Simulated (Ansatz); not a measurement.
Ansatz (an electronic-structure program) input (HF/3-21G): The .json file is the Basis Set Exchange's 3-21G.

Ansatz 0.2 input:
```yaml
crystal:
  periodic: [false, false, false]
  atoms:
    - {symbol: Si, position_ang: [0.01241810, 0.02066246, 1.21192572]}
    - {symbol: Si, position_ang: [-0.00991521, 0.04867099, -1.12060913]}
    - {symbol: H, position_ang: [-1.20864940, -0.56547163, 1.82210639]}
    - {symbol: H, position_ang: [1.21762135, -0.61946299, 1.79894031]}
    - {symbol: H, position_ang: [-0.03689409, -1.31618260, -1.70716646]}
    - {symbol: H, position_ang: [-1.21053620, 0.78404316, -1.58393597]}
    - {symbol: H, position_ang: [1.20341781, 0.74640588, -1.60837640]}
basis:
  gaussian:
    orbitals: 3-21G.json
hamiltonian:
  xc: {name: HF}
magnetization: {spin_polarized: true, initial_magnetization: 1}
relax: {f_tol: 0.003, max_steps: 120}
```

Output:

```
Functional definition: HF
integrals: 0.00 GiB planned
413 factors; integrals over basis functions are off by at most 2.8e-4 eV
mean field: 0.08 GiB planned
mean field evaluation 1: about -15717.6919 eV, gradient 7.0e0 eV
mean field evaluation 2: about -15717.6931 eV, gradient 7.0e0 eV
mean field evaluation 4: about -15718.3215 eV, gradient 5.7e-1 eV
mean field evaluation 8: about -15718.3319 eV, gradient 5.2e-3 eV
mean field -15718.33187475 eV, -577.6380421291 hartree, gradient 1.8e-5 eV, S^2 0.757822; 0 other end points of the search recorded, 0 dependent functions left out
the calculation of the forces begins
reference -15718.33187475 eV, -577.6380421291 hartree; 17, 16 occupied and 19, 20 virtual orbitals, 413 factors
relax step   1: F+E_penalty+E_count = -15718.33187475 eV  Δ(F+E_penalty+E_count) = +0.000e0 eV  max|allowed force component| = 3.830e-1 eV/Å  Δτ_max = 0.0000 Å  (32 SCF iters, accepted)
these checks for a lower state are left out or cut short: starts, cluster_reference, orbital_swaps, neighbouring_geometries, increment
integrals: 0.00 GiB planned
413 factors; integrals over basis functions are off by at most 2.8e-4 eV
mean field: 0.08 GiB planned
mean field evaluation 16: about -15718.3414 eV, gradient 2.5e-5 eV
mean field -15718.34141791 eV, -577.6383928338 hartree, gradient 2.5e-5 eV, S^2 0.758188; 0 other end points of the search recorded, 0 dependent functions left out
the calculation of the forces begins
reference -15718.34141791 eV, -577.6383928338 hartree; 17, 16 occupied and 19, 20 virtual orbitals, 413 factors
relax step   2: F+E_penalty+E_count = -15718.34141791 eV  Δ(F+E_penalty+E_count) = -9.543e-3 eV  max|allowed force component| = 8.125e-2 eV/Å  Δτ_max = 0.0248 Å  (27 SCF iters, accepted)
these checks for a lower state are left out or cut short: starts, cluster_reference, orbital_swaps, neighbouring_geometries, increment
integrals: 0.00 GiB planned
413 factors; integrals over basis functions are off by at most 2.8e-4 eV
mean field: 0.08 GiB planned
mean field -15718.34220707 eV, -577.6384218349 hartree, gradient 2.4e-5 eV, S^2 0.757941; 0 other end points of the search recorded, 0 dependent functions left out
the calculation of the forces begins
reference -15718.34220707 eV, -577.6384218349 hartree; 17, 16 occupied and 19, 20 virtual orbitals, 413 factors
relax step   3: F+E_penalty+E_count = -15718.34220707 eV  Δ(F+E_penalty+E_count) = -7.892e-4 eV  max|allowed force component| = 7.308e-3 eV/Å  Δτ_max = 0.0107 Å  (28 SCF iters, accepted)
these checks for a lower state are left out or cut short: starts, cluster_reference, orbital_swaps, neighbouring_geometries, increment
integrals: 0.00 GiB planned
413 factors; integrals over basis functions are off by at most 2.8e-4 eV
mean field: 0.08 GiB planned
mean field -15718.34223597 eV, -577.6384228969 hartree, gradient 2.2e-5 eV, S^2 0.757942; 0 other end points of the search recorded, 0 dependent functions left out
the calculation of the forces begins
reference -15718.34223597 eV, -577.6384228969 hartree; 17, 16 occupied and 19, 20 virtual orbitals, 413 factors
relax step   4: F+E_penalty+E_count = -15718.34223597 eV  Δ(F+E_penalty+E_count) = -2.890e-5 eV  max|allowed force component| = 5.026e-3 eV/Å  Δτ_max = 0.0017 Å  (19 SCF iters, accepted)
these checks for a lower state are left out or cut short: starts, cluster_reference, orbital_swaps, neighbouring_geometries, increment
integrals: 0.00 GiB planned
413 factors; integrals over basis functions are off by at most 2.8e-4 eV
mean field: 0.08 GiB planned
mean field evaluation 32: about -15718.3422 eV, gradient 1.7e-5 eV
mean field -15718.34224796 eV, -577.6384233376 hartree, gradient 2.4e-5 eV, S^2 0.757897; 0 other end points of the search recorded, 0 dependent functions left out
the calculation of the forces begins
reference -15718.34224796 eV, -577.6384233376 hartree; 17, 16 occupied and 19, 20 virtual orbitals, 413 factors
relax step   5: F+E_penalty+E_count = -15718.34224796 eV  Δ(F+E_penalty+E_count) = -1.199e-5 eV  max|allowed force component| = 3.293e-3 eV/Å  Δτ_max = 0.0031 Å  (30 SCF iters, accepted)
these checks for a lower state are left out or cut short: starts, cluster_reference, orbital_swaps, neighbouring_geometries, increment
integrals: 0.00 GiB planned
413 factors; integrals over basis functions are off by at most 2.8e-4 eV
mean field: 0.08 GiB planned
mean field -15718.34225070 eV, -577.6384234381 hartree, gradient 2.5e-5 eV, S^2 0.757913; 0 other end points of the search recorded, 0 dependent functions left out
the calculation of the forces begins
reference -15718.34225070 eV, -577.6384234381 hartree; 17, 16 occupied and 19, 20 virtual orbitals, 413 factors
relax step   6: F+E_penalty+E_count = -15718.34225070 eV  Δ(F+E_penalty+E_count) = -2.735e-6 eV  max|allowed force component| = 6.261e-4 eV/Å  Δτ_max = 0.0015 Å  (18 SCF iters, accepted)
integrals: 0.00 GiB planned
413 factors; integrals over basis functions are off by at most 2.8e-4 eV
mean field: 0.08 GiB planned
mean field -15718.34225070 eV, -577.6384234381 hartree, gradient 2.5e-5 eV, S^2 0.757913; 1 other end points of the search recorded, 0 dependent functions left out
the calculation of the forces begins
reference -15718.34225070 eV, -577.6384234381 hartree; 17, 16 occupied and 19, 20 virtual orbitals, 413 factors
Total energy: -15718.34225070 eV, -577.6384234381 hartree
Atom 0 at     0.011536     0.012929     1.234951 Å, force     0.000010     0.000535     0.000544 eV/Å
Atom 1 at    -0.010331     0.052612    -1.140405 Å, force     0.000028     0.000400    -0.000626 eV/Å
Atom 2 at    -1.216307    -0.571589     1.840277 Å, force     0.000077    -0.000337    -0.000198 eV/Å
Atom 3 at     1.226833    -0.619502     1.817010 Å, force    -0.000151    -0.000080    -0.000211 eV/Å
Atom 4 at    -0.039166    -1.321322    -1.712830 Å, force    -0.000009    -0.000363     0.000137 eV/Å
Atom 5 at    -1.214036     0.793414    -1.601539 Å, force     0.000049     0.000015     0.000260 eV/Å
Atom 6 at     1.208933     0.752122    -1.624579 Å, force    -0.000003    -0.000171     0.000094 eV/Å
Dipole moment:     0.000600     0.035703    -0.013008 e Å
```

The geometry given is a B3LYP-D3(BJ)/def2-TZVP minimum.
